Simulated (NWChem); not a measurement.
# PBE0/cc-pVDZ (density fitting) run of C2H4Si (ethynylsilane)

What is the vertical ionisation energy of C2H4Si (ethynylsilane) at PBE0/cc-pVDZ (density fitting)? 

The results are computed with NWChem 7.3.0.

4 further runs of the same task are left out: 1 that didn't finish, 3 set aside as unsound or not needed.

**1. Starting point**

C2H4Si: 7 atoms, total charge 0, spin state singlet. As SMILES, `C#C[SiH3]`. Geometry: relaxed at PBE0-D4/def2-TZVP.

Bond lengths: C1–C2 1.206 Å, C2–Si3 1.823 Å, C1–H4 1.066 Å, Si3–H5 1.483 Å, Si3–H6 1.483 Å, Si3–H7 1.483 Å. Angles: C1–C2–Si3 180.0°, C2–C1–H4 180.0°, C2–Si3–H5 109.3°, C2–Si3–H6 109.3°, C2–Si3–H7 109.3°, H5–Si3–H6 109.6°, H5–Si3–H7 109.6°, H6–Si3–H7 109.6°.

**2. A single-point energy at PBE0/cc-pVDZ (density fitting)**

c2h4si.nw reads:

```
start c2h4si
memory stack 880 mb heap 220 mb global 1100 mb
charge 0

geometry units angstroms noautosym nocenter noautoz
   C       -0.580700      -1.871400       0.172200
   C       -0.218500      -0.726500       0.062400
   Si       0.329800       1.004300      -0.103800
   H       -0.901000      -2.883500       0.269300
   H       -0.094500       1.528300      -1.425000
   H       -0.281700       1.818100       0.974900
   H        1.807900       1.062900       0.004400
end

basis spherical bse
   C library cc-pVDZ
   Si library cc-pVDZ
   H library cc-pVDZ
end

basis "cd basis" spherical
   C library "dgauss a1 dft coulomb fitting"
   Si library "dgauss a1 dft coulomb fitting"
   H library "dgauss a1 dft coulomb fitting"
end

dft
   xc pbe0
   mult 1
   grid fine
   convergence energy 1e-08
   maxiter 100
   mulliken
   noprint "final vectors analysis"
end

task dft energy
```

On the command line:

```console
$ nwchem c2h4si.nw > c2h4si.out
```

What it wrote:

```text
[...]
          Wavefunction type:  closed shell.
          No. of atoms     :     7
          No. of electrons :    30
[...]
          Charge           :     0
          Spin multiplicity:     1
[...]
          AO basis - number of functions:    66
[...]
              XC Information
              --------------
                         PBE0 Method XC Functional
                     Hartree-Fock (Exact) Exchange  0.250
          PerdewBurkeErnzerhof Exchange Functional  0.750
            Perdew 1991 LDA Correlation Functional  1.000 local
           PerdewBurkeErnz. Correlation Functional  1.000 non-local
[...]
 d= 0,ls=0.0,diis     1   -367.8296089229 -4.51D+02  8.39D-03  2.49D-01     4.4
[...]
 d= 0,ls=0.0,diis    10   -367.8678892612 -1.84D-09  2.70D-07  2.07D-10    19.5
         Total DFT energy =     -367.867889261186
      One electron energy =     -670.530407153230
           Coulomb energy =      252.591732594087
    Exchange-Corr. energy =      -32.977111453277
 Nuclear repulsion energy =       83.047896751235
[...]
      Total Density - Mulliken Population Analysis
     ---------------------------------------------
    Atom       Charge   Shell Charges
 -----------   ------   -------------------------------------------------------
    1 C    6     6.10   2.01  0.66  0.69  1.99  0.72  0.03
    2 C    6     6.04   2.01  0.68  0.65  2.00  0.66  0.03
    3 Si  14    13.76   2.00  2.03  0.76  0.41  6.01  1.58  0.72  0.25
    4 H    1     0.98   0.73  0.21  0.04
    5 H    1     1.04   0.72  0.30  0.02
    6 H    1     1.04   0.72  0.30  0.02
    7 H    1     1.04   0.72  0.30  0.02
[...]
```

Run time: 20 s. Hardware: 1 thread of Intel Xeon 6975P-C (Granite Rapids), shared host; peak memory 0.11 GiB.

**3. The doublet cation at the same level**

c2h4si.nw reads:

```
start c2h4si
memory stack 880 mb heap 220 mb global 1100 mb
charge 1
geometry units atomic noautosym nocenter noautoz
  C   -1.09736396  -3.53643347   0.32541084
  C   -0.41290516  -1.37288603   0.11791891
  Si   0.62323168   1.89785195  -0.19615357
  H   -1.70264324  -5.44902528   0.50890325
  H   -0.17857912   2.88806844  -2.69285973
  H   -0.53233585   3.43571107   1.84229400
  H    3.41643586   2.00858990   0.00831479
end
basis spherical bse
  * library cc-pVDZ
end
basis "cd basis" spherical
  * library "dgauss a1 dft coulomb fitting"
end
dft
  xc pbe0
  mult 2
  grid fine
  convergence energy 1e-08
  maxiter 100
  mulliken
  noprint "final vectors analysis"
end
task dft energy
```

On the command line:

```console
$ nwchem c2h4si.nw > c2h4si.out
```

What it wrote:

```text
[...]
          Wavefunction type:  spin polarized.
          No. of atoms     :     7
          No. of electrons :    29
[...]
          Charge           :     1
          Spin multiplicity:     2
[...]
          AO basis - number of functions:    66
[...]
              XC Information
              --------------
                         PBE0 Method XC Functional
                     Hartree-Fock (Exact) Exchange  0.250
          PerdewBurkeErnzerhof Exchange Functional  0.750
            Perdew 1991 LDA Correlation Functional  1.000 local
           PerdewBurkeErnz. Correlation Functional  1.000 non-local
[...]
 d= 0,ls=0.0,diis     1   -367.4060813836 -4.50D+02  8.15D-03  1.78D-01     4.3
[...]
 d= 0,ls=0.0,diis    13   -367.4810602243 -8.29D-09  3.87D-07  3.86D-10    37.9
[...]
         Total DFT energy =     -367.481060224275
      One electron energy =     -662.867537313361
           Coulomb energy =      245.005064203485
    Exchange-Corr. energy =      -32.666477837520
 Nuclear repulsion energy =       83.047890723121
[...]
      Total Density - Mulliken Population Analysis
     ---------------------------------------------
    Atom       Charge   Shell Charges
 -----------   ------   -------------------------------------------------------
    1 C    6     5.80   2.01  0.72  0.70  1.90  0.44  0.03
    2 C    6     5.86   2.01  0.73  0.68  1.91  0.49  0.04
    3 Si  14    13.70   2.00  2.03  0.80  0.39  6.01  1.62  0.64  0.22
    4 H    1     0.87   0.70  0.13  0.04
    5 H    1     0.90   0.68  0.20  0.02
    6 H    1     0.93   0.70  0.22  0.02
    7 H    1     0.93   0.70  0.21  0.02
[...]
      <S2> =      0.7550 (Exact =     0.7500)
[...]
```

Wall time 39 s (1 thread of Intel Xeon 6975P-C (Granite Rapids), shared host); peak memory 0.11 GiB.

**4. Summary of results**

Level: PBE0/cc-pVDZ (density fitting).

| quantity | value |
| --- | --- |
| singlet C2H4Si: total energy | -367.86789 Eh |
| singlet C2H4Si: dipole moment | 0.33 D |
| doublet cation: total energy | -367.48106 Eh |
| doublet cation: ⟨S²⟩ | 0.755 |
| vertical ionisation energy (to the doublet cation) | 10.526 eV |

What this shows: Removing an electron at fixed nuclei costs 10.53 eV (1016 kJ/mol). Mulliken charges (singlet C2H4Si) run from -0.10 on C1 to +0.24 on Si3; they depend strongly on the basis.
